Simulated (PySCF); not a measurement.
Family: cyclo[n]carbon rings. Isolated molecules, 0 K electronic values unless said otherwise. Each species was relaxed from one start; no search for lower structures was made at this level. Strings in code marks are SMILES.

These are PBE0-D3(BJ)/def2-SVP // CAM-B3LYP-D3(BJ)/def2-SVP (PySCF) values and carry that method's errors. All candidates: neutral, multiplicity 1. Delta-SCF ions had no search for a lower state. 

The vertical ionisation energy (Delta-SCF) is 7.53 eV, the HOMO comes out as -6.52 eV and the vertical electron affinity (Delta-SCF) comes out as 2.98 eV.

**Question.** Which member has these values?
A. cyclo[16]carbon `C1#CC#CC#CC#CC#CC#CC#CC#C1`
B. cyclo[18]carbon `c1c#cc#cc#cc#cc#cc#cc#cc#cc#1`
C. cyclo[28]carbon `C1#CC#CC#CC#CC#CC#CC#CC#CC#CC#CC#CC#CC#CC#C1`
D. cyclo[20]carbon `C1#CC#CC#CC#CC#CC#CC#CC#CC#CC#C1`

**Answer.** C, cyclo[28]carbon `C1#CC#CC#CC#CC#CC#CC#CC#CC#CC#CC#CC#CC#CC#C1`. The others give cyclo[18]carbon `c1c#cc#cc#cc#cc#cc#cc#cc#cc#1`: 8.29 eV, -6.99 eV, 1.91 eV; cyclo[20]carbon `C1#CC#CC#CC#CC#CC#CC#CC#CC#CC#C1`: 7.75 eV, -6.50 eV, 2.61 eV; cyclo[16]carbon `C1#CC#CC#CC#CC#CC#CC#CC#C1`: 7.92 eV, -6.48 eV, 2.31 eV
